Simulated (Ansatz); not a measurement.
# Molecular dynamics of CH3LiS

The input (input.yaml):

```yaml
crystal:
  periodic: [false, false, false]
  atoms:
    - { symbol: Li, position_ang: [-0.177943, -2.142279, 1.186044] }
    - { symbol: S, position_ang: [-1.034993, -0.681906, -0.326467] }
    - { symbol: C, position_ang: [0.194648, 0.677625, 0.308843] }
    - { symbol: H, position_ang: [1.037239, 0.04963, 0.506026] }
    - { symbol: H, position_ang: [0.635462, 1.438809, -0.447103] }
    - { symbol: H, position_ang: [-0.245215, 0.970719, 1.23853] }
basis:
  gaussian: { orbitals: def2-SVP }
hamiltonian:
  xc: b3lyp
md:
  timestep: 0.5
  n_steps: 150
  ensemble: nvt_langevin
  temperature: 200.0
  initial_velocities: maxwell_boltzmann
  seed: 595892
  friction: 0.02
```

Command:

```bash
$ ansatz run input.yaml --threads 1 --pin off --max-ram 2048MiB --backend cpu --events-out ev --progress --plain --runs-dir out
```

It goes on from the last frame of an earlier run, with new velocities.

Output, in part (one step line in 3, the closing report, with atoms numbered from 0):

```
md step     0: t =     0.00 fs  T =   166.7 K  F+E_penalty+E_count = -12122.38670977 eV  E_kin = 0.129260 eV  (25 SCF iters)
md step     3: t =     1.50 fs  T =   148.8 K  F+E_penalty+E_count = -12122.36138510 eV  E_kin = 0.115413 eV  (29 SCF iters)
md step     6: t =     3.00 fs  T =   229.8 K  F+E_penalty+E_count = -12122.40793464 eV  E_kin = 0.178232 eV  (28 SCF iters)
md step     9: t =     4.50 fs  T =   271.1 K  F+E_penalty+E_count = -12122.43925204 eV  E_kin = 0.210263 eV  (28 SCF iters)
md step    12: t =     6.00 fs  T =   382.9 K  F+E_penalty+E_count = -12122.53677650 eV  E_kin = 0.296950 eV  (28 SCF iters)
md step    15: t =     7.50 fs  T =   658.4 K  F+E_penalty+E_count = -12122.71044146 eV  E_kin = 0.510634 eV  (28 SCF iters)
md step    18: t =     9.00 fs  T =   700.6 K  F+E_penalty+E_count = -12122.77390423 eV  E_kin = 0.543360 eV  (25 SCF iters)
md step    21: t =    10.50 fs  T =   574.8 K  F+E_penalty+E_count = -12122.73159803 eV  E_kin = 0.445759 eV  (28 SCF iters)
md step    24: t =    12.00 fs  T =   421.7 K  F+E_penalty+E_count = -12122.67403542 eV  E_kin = 0.327031 eV  (28 SCF iters)
md step    27: t =    13.50 fs  T =   354.0 K  F+E_penalty+E_count = -12122.63667750 eV  E_kin = 0.274570 eV  (28 SCF iters)
md step    30: t =    15.00 fs  T =   331.1 K  F+E_penalty+E_count = -12122.60720489 eV  E_kin = 0.256784 eV  (29 SCF iters)
md step    33: t =    16.50 fs  T =   330.9 K  F+E_penalty+E_count = -12122.62355521 eV  E_kin = 0.256603 eV  (27 SCF iters)
md step    36: t =    18.00 fs  T =   409.1 K  F+E_penalty+E_count = -12122.71212180 eV  E_kin = 0.317265 eV  (24 SCF iters)
md step    39: t =    19.50 fs  T =   456.0 K  F+E_penalty+E_count = -12122.76182738 eV  E_kin = 0.353619 eV  (27 SCF iters)
md step    42: t =    21.00 fs  T =   417.2 K  F+E_penalty+E_count = -12122.73325266 eV  E_kin = 0.323556 eV  (28 SCF iters)
md step    45: t =    22.50 fs  T =   351.5 K  F+E_penalty+E_count = -12122.70655331 eV  E_kin = 0.272623 eV  (27 SCF iters)
md step    48: t =    24.00 fs  T =   333.4 K  F+E_penalty+E_count = -12122.68546889 eV  E_kin = 0.258556 eV  (27 SCF iters)
md step    51: t =    25.50 fs  T =   259.6 K  F+E_penalty+E_count = -12122.64166412 eV  E_kin = 0.201319 eV  (27 SCF iters)
md step    54: t =    27.00 fs  T =   228.2 K  F+E_penalty+E_count = -12122.62961802 eV  E_kin = 0.176964 eV  (24 SCF iters)
md step    57: t =    28.50 fs  T =   270.4 K  F+E_penalty+E_count = -12122.68032805 eV  E_kin = 0.209682 eV  (26 SCF iters)
md step    60: t =    30.00 fs  T =   313.7 K  F+E_penalty+E_count = -12122.74588779 eV  E_kin = 0.243295 eV  (27 SCF iters)
md step    63: t =    31.50 fs  T =   353.9 K  F+E_penalty+E_count = -12122.78257343 eV  E_kin = 0.274447 eV  (26 SCF iters)
md step    66: t =    33.00 fs  T =   291.2 K  F+E_penalty+E_count = -12122.78417534 eV  E_kin = 0.225810 eV  (26 SCF iters)
md step    69: t =    34.50 fs  T =   271.8 K  F+E_penalty+E_count = -12122.77962048 eV  E_kin = 0.210780 eV  (28 SCF iters)
md step    72: t =    36.00 fs  T =   214.6 K  F+E_penalty+E_count = -12122.77200160 eV  E_kin = 0.166425 eV  (25 SCF iters)
md step    75: t =    37.50 fs  T =   203.1 K  F+E_penalty+E_count = -12122.78234404 eV  E_kin = 0.157555 eV  (32 SCF iters)
md step    78: t =    39.00 fs  T =   215.0 K  F+E_penalty+E_count = -12122.81550828 eV  E_kin = 0.166718 eV  (28 SCF iters)
md step    81: t =    40.50 fs  T =   298.7 K  F+E_penalty+E_count = -12122.83813540 eV  E_kin = 0.231655 eV  (26 SCF iters)
md step    84: t =    42.00 fs  T =   301.5 K  F+E_penalty+E_count = -12122.84954426 eV  E_kin = 0.233810 eV  (28 SCF iters)
md step    87: t =    43.50 fs  T =   297.6 K  F+E_penalty+E_count = -12122.88260241 eV  E_kin = 0.230792 eV  (28 SCF iters)
md step    90: t =    45.00 fs  T =   328.4 K  F+E_penalty+E_count = -12122.88923056 eV  E_kin = 0.254697 eV  (24 SCF iters)
md step    93: t =    46.50 fs  T =   283.9 K  F+E_penalty+E_count = -12122.84874599 eV  E_kin = 0.220200 eV  (28 SCF iters)
md step    96: t =    48.00 fs  T =   218.1 K  F+E_penalty+E_count = -12122.81425452 eV  E_kin = 0.169151 eV  (26 SCF iters)
md step    99: t =    49.50 fs  T =   204.1 K  F+E_penalty+E_count = -12122.81635956 eV  E_kin = 0.158315 eV  (28 SCF iters)
md step   102: t =    51.00 fs  T =   230.5 K  F+E_penalty+E_count = -12122.80919948 eV  E_kin = 0.178744 eV  (30 SCF iters)
md step   105: t =    52.50 fs  T =   213.4 K  F+E_penalty+E_count = -12122.78502110 eV  E_kin = 0.165512 eV  (29 SCF iters)
md step   108: t =    54.00 fs  T =   228.1 K  F+E_penalty+E_count = -12122.81245856 eV  E_kin = 0.176927 eV  (29 SCF iters)
md step   111: t =    55.50 fs  T =   213.7 K  F+E_penalty+E_count = -12122.82143290 eV  E_kin = 0.165725 eV  (26 SCF iters)
md step   114: t =    57.00 fs  T =   205.7 K  F+E_penalty+E_count = -12122.79943534 eV  E_kin = 0.159522 eV  (26 SCF iters)
md step   117: t =    58.50 fs  T =   210.1 K  F+E_penalty+E_count = -12122.79798776 eV  E_kin = 0.162936 eV  (27 SCF iters)
md step   120: t =    60.00 fs  T =   243.6 K  F+E_penalty+E_count = -12122.83298583 eV  E_kin = 0.188914 eV  (26 SCF iters)
md step   123: t =    61.50 fs  T =   252.1 K  F+E_penalty+E_count = -12122.85625770 eV  E_kin = 0.195493 eV  (26 SCF iters)
md step   126: t =    63.00 fs  T =   272.5 K  F+E_penalty+E_count = -12122.85830391 eV  E_kin = 0.211335 eV  (25 SCF iters)
md step   129: t =    64.50 fs  T =   243.7 K  F+E_penalty+E_count = -12122.86526672 eV  E_kin = 0.188987 eV  (26 SCF iters)
md step   132: t =    66.00 fs  T =   289.2 K  F+E_penalty+E_count = -12122.87460372 eV  E_kin = 0.224327 eV  (26 SCF iters)
md step   135: t =    67.50 fs  T =   241.0 K  F+E_penalty+E_count = -12122.84091411 eV  E_kin = 0.186906 eV  (26 SCF iters)
md step   138: t =    69.00 fs  T =   196.5 K  F+E_penalty+E_count = -12122.81608591 eV  E_kin = 0.152414 eV  (24 SCF iters)
md step   141: t =    70.50 fs  T =   231.7 K  F+E_penalty+E_count = -12122.83837082 eV  E_kin = 0.179679 eV  (26 SCF iters)
md step   144: t =    72.00 fs  T =   251.1 K  F+E_penalty+E_count = -12122.84752220 eV  E_kin = 0.194731 eV  (25 SCF iters)
md step   147: t =    73.50 fs  T =   182.9 K  F+E_penalty+E_count = -12122.80520526 eV  E_kin = 0.141868 eV  (24 SCF iters)
md step   150: t =    75.00 fs  T =   226.2 K  F+E_penalty+E_count = -12122.83403251 eV  E_kin = 0.175408 eV  (24 SCF iters)
Total energy: -12122.83433392 eV, -445.5059446194 hartree
Atom 0 at    -0.124787    -2.060128     0.938736 Å, force     0.043636    -0.209397     0.142525 eV/Å
Atom 1 at    -1.056014    -0.612037    -0.256560 Å, force    -0.287169     0.219081    -0.395228 eV/Å
Atom 2 at     0.305958     0.579154     0.159422 Å, force     0.687142    -2.132900    -0.839007 eV/Å
Atom 3 at     0.889435     0.124628     0.963212 Å, force     0.452147     0.264089     0.587044 eV/Å
Atom 4 at     1.028548     0.692050    -0.674552 Å, force    -0.387309     0.272650     0.048535 eV/Å
Atom 5 at    -0.092339     1.496928     0.488035 Å, force    -0.508447     1.586476     0.456131 eV/Å
Dipole moment:     0.693946    -0.781161     0.784786 e Å
```

The run went to its last step. The mean temperature of the second half is 21 % above the set value. A run of 0.075 ps of so small a system gives no equilibrium averages.

The same pairs are bonded in the first frame and the last. Pairs count as bonded within 1.25 times the sum of covalent radii (0.12 Å more for H–H).

Last frame:

```xyz
6
Properties=species:S:1:pos:R:3
Li -0.125 -2.060 0.939
S -1.056 -0.612 -0.257
C 0.306 0.579 0.159
H 0.889 0.125 0.963
H 1.028 0.692 -0.675
H -0.092 1.497 0.488
```

Run time: 2 min on 1 CPU thread of a shared host.
